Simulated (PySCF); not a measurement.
**From one method to the next for LiS**

Starting from one script, swap the method and compare what comes out for LiS.

Method: each script names its method and basis; program: PySCF 2.14.0.

7 further runs of the same task are left out: 7 that didn't finish.

### 1 Where the work starts

LiS: 2 atoms, charge 0, spin multiplicity 2.

Bond lengths: Li1–S2 2.428 Å.

### 2 The base run

input.py

```python
from pyscf import gto, dft, tdscf

mol = gto.M(
    atom='Li 0 0 0; S 0 0 2.428',
    basis='cc-pvdz-dk',
    charge=0,
    spin=1,
    verbose=3,
)
mf = dft.UKS(mol, xc='olyp')
mf = mf.sfx2c1e()
mf = mf.density_fit(auxbasis='def2-universal-jkfit')
mf.kernel()
td = tdscf.TDA(mf)
td.nstates = 3
td.kernel()
td.analyze()
mf.dip_moment()
print('orbital energies (hartree):', [e[max(0, n-3):n+3].round(4) for e, n in zip(mf.mo_energy, mol.nelec)])
```

The run is started by

```bash
$ OMP_NUM_THREADS=1 python input.py
```

### 3 Wb97x

Run 1 changes functional: olyp → wb97x.

input.py: that of step 2 with these lines changed.

```diff
@@ -9,3 +9,3 @@
 )
-mf = dft.UKS(mol, xc='olyp')
+mf = dft.UKS(mol, xc='wb97x')
 mf = mf.sfx2c1e()
```

### 4 Stability test

Run 2 changes step after the SCF: tda → stability.

input.py: that of step 2 with these lines changed.

```diff
@@ -1,2 +1,2 @@
-from pyscf import gto, dft, tdscf
+from pyscf import gto, dft
 
@@ -13,6 +13,3 @@
 mf.kernel()
-td = tdscf.TDA(mf)
-td.nstates = 3
-td.kernel()
-td.analyze()
+mf.stability(internal=True, external=True)
 mf.dip_moment()
```

### 5 MP2 (UHF)

Run 3 changes step after the SCF: tda → mp2; SCF type: UKS → UHF; functional: olyp → none (Hartree–Fock); frozen orbitals: none → 5.

input.py: that of step 2 with these lines changed.

```diff
@@ -1,2 +1,2 @@
-from pyscf import gto, dft, tdscf
+from pyscf import gto, scf, mp
 
@@ -9,3 +9,3 @@
 )
-mf = dft.UKS(mol, xc='olyp')
+mf = scf.UHF(mol)
 mf = mf.sfx2c1e()
@@ -13,6 +13,3 @@
 mf.kernel()
-td = tdscf.TDA(mf)
-td.nstates = 3
-td.kernel()
-td.analyze()
+mp.MP2(mf, frozen=5).kernel()
 mf.dip_moment()
```

### 6 Mn15

Run 4 changes functional: olyp → mn15.

input.py: that of step 2 with these lines changed.

```diff
@@ -9,3 +9,3 @@
 )
-mf = dft.UKS(mol, xc='olyp')
+mf = dft.UKS(mol, xc='mn15')
 mf = mf.sfx2c1e()
```

### 7 M062x

Run 5 changes functional: olyp → m062x.

input.py: that of step 2 with these lines changed.

```diff
@@ -9,3 +9,3 @@
 )
-mf = dft.UKS(mol, xc='olyp')
+mf = dft.UKS(mol, xc='m062x')
 mf = mf.sfx2c1e()
```

**Question.** What will these runs give? Wanted: for each run, E(SCF); from base; gap, α spin; SCF dipole; after the SCF.

**Answer**, as computed:

| run | E(SCF) (hartree) | from base (eV) | gap, α spin (eV) | SCF dipole (D) | after the SCF |
| --- | --- | --- | --- | --- | --- |
| base | -406.797622 | 0 | 1.70 | 7.04 | lowest root found 0.17 eV |
| wb97x | -406.786228 | not comparable | 7.58 | 8.00 | lowest root found 0.70 eV |
| stability test | -406.797622 | 0.0000 | 1.70 | 7.04 | unstable: UHF/UKS -> GHF/GKS |
| MP2 (UHF) | -406.075730 | not comparable | 7.82 | 8.18 | MP2 correlation -3.046 eV, core frozen |
| mn15 | -406.815341 | not comparable | 5.49 | 7.68 | lowest root found 0.53 eV |
| m062x | -406.776067 | not comparable | 4.86 | 7.62 | lowest root found 0.52 eV |

What this shows: The α-spin gap between the frontier levels is 1.7 eV with olyp (0 % exact exchange) and 4.9 eV with m062x (54 %): exact exchange opens it. Total energies of different functionals can't be compared with each other; differences within one functional can. The dearest run is “m062x”, at 35 s against 5.4 s.
